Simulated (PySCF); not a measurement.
cyclopropene: full NMR table

| Item | Value |
| --- | --- |
| Formula | C3H4 |
| SMILES | C1=CC1 |
| Point group of the computed structure | C2v |
| Degrees of unsaturation | 2 |
| Carbon signals | 2 |
| Proton signals | 2 |

Atom-mapped SMILES (the numbers label the heavy atoms): `[CH:1]1=[CH:2][CH2:3]1` (H(Xn): hydrogen on atom n).

PySCF 2.14 calculation with coordinates at the PBE0-D3(BJ)/def2-TZVP level and σ from GIAO-B97-2/pcSseg-2; fast rotation and ring inversion assumed for equivalent nuclei, one conformer, relativity neglected, no solvent model.

References, each an isolated molecule treated in the same way: 1H, 13C against TMS.

| carbon | δC, type | δH (multiplicity) | HMBC from (2–3 bonds) | span of the C tensor (ppm) |
| --- | --- | --- | --- | --- |
| C1/C2 | 117.8, CH | 7.33 (m) | H(C1)/H(C2), H(C3) | 265 |
| C3 | 5.1, CH2 | 1.08 (m) | H(C1)/H(C2) | 113 |

- Carbon types of the structure: 2 × CH, 1 × CH2, which accounts for all hydrogens.
- δC 117.8: alkene CH; an sp2 carbon of a C=C bond.
- δC 5.1: three-membered-ring carbon; carbons of three-membered rings are unusually shielded.
- δH 7.33: hydrogen on an alkene CH; attached to an sp2 carbon and in the plane of the double bond.
- δH 1.08: hydrogen on a three-membered-ring carbon; cyclopropane-type protons are shielded by the ring.

Shifts are as computed. Against solution values, carbons near 30 ppm lie about +3 ppm off and those near 130 ppm about +7 ppm. Of 1211 compounds with measured shifts, 218 miss one by over three times the rms of a fit or turn the order of signals round; such compounds aren't used in these exercises. Multiplicities follow the n + 1 count of equivalent neighbours, as no J values were calculated; m marks all less simple cases, F and P coupling included.
